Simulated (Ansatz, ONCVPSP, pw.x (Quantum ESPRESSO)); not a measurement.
What a changed setting does to a pw.x run (fcc H)

Potential: optimised norm-conserving Vanderbilt (ONCV), ONCVPSP 4.0.1.1 (patched build), PBEsol; core none, reference 1s1; waves: 1s: rc 1.00 bohr, ncon 3, nbas 6, qcut 6.1 1/bohr, 2 projectors, debl 1 Ha; p scattering state at 0.33 Ha: rc 1.10 bohr, ncon 3, nbas 6, qcut 9.9 1/bohr, 2 projectors, debl 1.3 Ha; local part: polynomial inside 0.75 bohr (lpopt 4, dvloc0 3 Ha); core correction: none.

The reference run (k-mesh 18³, cutoffs 95/380 Ry, Fermi–Dirac 0.01 Ry, mixing_beta 0.4, conv_thr 1e-9, no spin) gives -0.78 GPa at 2.917 Å³/atom, where all-electron LAPW gives -0.10 GPa. This run, with its own iteration cap, changes smearing to gauss.

```
&control
  calculation='scf', prefix='x', pseudo_dir='./', outdir='./tmp', tstress=.true., disk_io='none'
/
&system
  ibrav=0, nat=1, ntyp=1, ecutwfc=95, ecutrho=380, nbnd=7,
  occupations='smearing', smearing='gauss', degauss=0.01
/
&electrons
  conv_thr=1e-09, mixing_beta=0.4, electron_maxstep=70
/
ATOMIC_SPECIES
H 1.0 H.UPF
CELL_PARAMETERS angstrom
  0.00000000 1.13405855 1.13405855
  1.13405855 0.00000000 1.13405855
  1.13405855 1.13405855 0.00000000
ATOMIC_POSITIONS crystal
H 0.0000 0.0000 0.0000
K_POINTS automatic
18 18 18 0 0 0
```

```bash
pw.x < H.scf.in > H.scf.out
```

**Question.** How does the run end?

**Answer.** It converges in 3 iterations; the free energy moves by +2.5 meV/atom and the pressure by -0.09 GPa. Gaussian smearing of the same width is narrower in effect than Fermi–Dirac, so its quadratic term in F is smaller.

```
Message from routine setup:
     using ibrav=0 with symmetry is DISCOURAGED, use correct ibrav instead
     lattice parameter (alat)  =       3.0307  a.u.
     unit-cell volume          =      19.6849 (a.u.)^3
     number of electrons       =         1.00
     number of Kohn-Sham states=            7
     kinetic-energy cutoff     =      95.0000  Ry
     charge density cutoff     =     380.0000  Ry
     scf convergence threshold =      1.0E-09
     Exchange-correlation= PBESOL
     number of k points=   195  Gaussian smearing, width (Ry)=  0.0100
     iteration #  1     ecut=    95.00 Ry     beta= 0.40
     total energy              =      -1.07148112 Ry
     estimated scf accuracy    <       0.00000647 Ry
     iteration #  2     ecut=    95.00 Ry     beta= 0.40
     total energy              =      -1.07148308 Ry
     estimated scf accuracy    <       0.00000238 Ry
     iteration #  3     ecut=    95.00 Ry     beta= 0.40
     the Fermi energy is     3.9605 ev
!    total energy              =      -1.07148311 Ry
     estimated scf accuracy    <          7.6E-11 Ry
     smearing contrib. (-TS)   =      -0.00007050 Ry
     The total energy is F=E-TS. E is the sum of the following terms:
     one-electron contribution =       0.64541734 Ry
     hartree contribution      =       0.01647216 Ry
     xc contribution           =      -0.66360225 Ry
     ewald contribution        =      -1.06969985 Ry
     convergence has been achieved in   3 iterations
          total   stress  (Ry/bohr**3)                   (kbar)     P=       -8.71
     Message from routine punch:
     Nothing written, as per user request (disk_io='none')
```

The run took about 2.3 s on one core of a shared host (Intel(R) Xeon(R) Platinum 8375C CPU @ 2.90GHz, 64 threads, 496 GiB, load 26).
